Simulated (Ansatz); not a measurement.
Geometry optimisation, Ansatz 0.2.0, RHF/def2-mTZVP.

Input file:

```yaml
crystal:
  periodic: [false, false, false]
  atoms:
    - { symbol: Si, position_ang: [0.0, 0.0, 0.0] }
    - { symbol: "N", position_ang: [0.0, 0.0, 1.82] }
    - { symbol: H, position_ang: [-0.877, -0.2713, 2.35] }
    - { symbol: H, position_ang: [0.877, 0.2713, 2.35] }
    - { symbol: H, position_ang: [1.3768, 0.0, -0.4862] }
    - { symbol: H, position_ang: [-0.6877, 1.1914, -0.4862] }
    - { symbol: H, position_ang: [-0.6877, -1.1914, -0.4862] }
basis:
  gaussian: { orbitals: def2-mTZVP }
hamiltonian:
  xc: hf
relax:
  f_tol: 0.02
  max_steps: 40
```

Run as:

```bash
$ ansatz run input.yaml --threads 1 --pin off --max-ram 2048MiB --backend cpu --events-out ev --progress --plain --runs-dir out
```

Question: Where does it end, and by what steps?

Answer: It converged. The force dipped under the threshold on the way, but the program's further checks kept it going. After 8 steps the energy has fallen by 0.421 eV; H4 moved furthest, 0.23 Å.

```json
{"step": "0", "energy less start (eV)": "0.0000", "largest force component (eV/Å)": "2.850", "accepted": "yes"}
{"step": "1", "energy less start (eV)": "-0.3644", "largest force component (eV/Å)": "1.435", "accepted": "yes"}
{"step": "2", "energy less start (eV)": "-0.4116", "largest force component (eV/Å)": "0.213", "accepted": "yes"}
{"step": "3", "energy less start (eV)": "-0.4153", "largest force component (eV/Å)": "0.080", "accepted": "yes"}
{"step": "4", "energy less start (eV)": "-0.4197", "largest force component (eV/Å)": "0.039", "accepted": "yes"}
{"step": "5", "energy less start (eV)": "-0.4175", "largest force component (eV/Å)": "0.337", "accepted": "no"}
{"step": "6", "energy less start (eV)": "-0.4208", "largest force component (eV/Å)": "0.014", "accepted": "yes"}
{"step": "7", "energy less start (eV)": "-0.4209", "largest force component (eV/Å)": "0.042", "accepted": "yes"}
{"step": "8", "energy less start (eV)": "-0.4210", "largest force component (eV/Å)": "0.001", "accepted": "yes"}
```

```xyz
7
Properties=species:S:1:pos:R:3
Si 0.003 -0.008 0.059
N 0.063 -0.124 1.772
H -0.756 -0.321 2.305
H 0.706 0.422 2.303
H 1.385 -0.032 -0.454
H -0.639 1.219 -0.466
H -0.761 -1.156 -0.459
```

Whether the end is a true minimum wasn't checked by a vibrational analysis.

Run time: 4.4 s on 1 thread of Arm Neoverse V2, with other jobs on the host, peak memory 0.096 GiB.
